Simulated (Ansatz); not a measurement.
Reaction (SMILES): C#N (CH-N) + H+ → C#[NH+]
B3LYP-D3(BJ)/def2-TZVP geometries, fixed; electronic energies without zero-point terms; positive where energy is released.

Basis-set convergence of the proton affinity at CCSD(T) with Ansatz (a first-principles code). Cartesian d functions, on some or all atoms, in 6-31+G*; all else is spherical. Cores are frozen. The proton sits at the site shown, which need not be the one that binds it best. No added dispersion term, no relativity. Functions are those of the species that has most. Reference: Hartree-Fock in aug-cc-pVQZ plus the correlation part extrapolated as X^-3 from aug-cc-pVTZ and aug-cc-pVQZ, 175.87 kcal/mol, itself unsure by roughly 0.08 kcal/mol (a third of the extrapolation step and of the last Hartree-Fock step). Deviations are taken from unrounded values.

```csv
basis,functions,proton affinity (kcal/mol),minus reference (kcal/mol)
STO-3G,12,202.16,26.29
6-31G,22,181.38,5.52
6-31+G*,42,172.39,-3.48
6-311+G**,56,176.79,0.92
"6-311++G(2d,2p)",74,175.50,-0.37
def2-TZVP,74,175.15,-0.72
aug-cc-pVTZ,138,175.85,-0.02
cc-pVQZ,170,176.34,0.47
pcseg-3,186,176.53,0.66
```
